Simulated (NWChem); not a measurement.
Correlation energy of chloroform (CHCl₃)

```xyz
5

Cl     0.8517    -0.0663     1.4726
C     -0.0092     0.4528     0.0000
Cl     0.8517    -0.0663    -1.4726
Cl    -1.6984    -0.1182     0.0000
H     -0.0315     1.5461     0.0000
```
Charge 0, spin multiplicity 1.

All runs are NWChem calculations. Structure: optimised with B3LYP/def2-SVP, a minimum by its harmonic frequencies.

Basis set: def2-SVP. Each correlation energy counts from its own Hartree-Fock reference.

The correlated methods keep 16 core orbitals frozen. Coupled-cluster values serve here as a point of comparison, not as the truth.

| method | correlation energy (mHa) |
|---|---|
| MP2 | -544.7 |
| SCS-MP2 | -528.6 |
| CR-CCSD[T] | -596.4 |
| CR-CCSD(T) | [?] |
| CCSD | -584.4 |
| CCSD+T(CCSD) | [?] |
| CCSD(T) | -600.0 |

Fill in the missing entries.


- CR-CCSD(T), correlation energy (mHa): -595.9
- CCSD+T(CCSD), correlation energy (mHa): -600.6
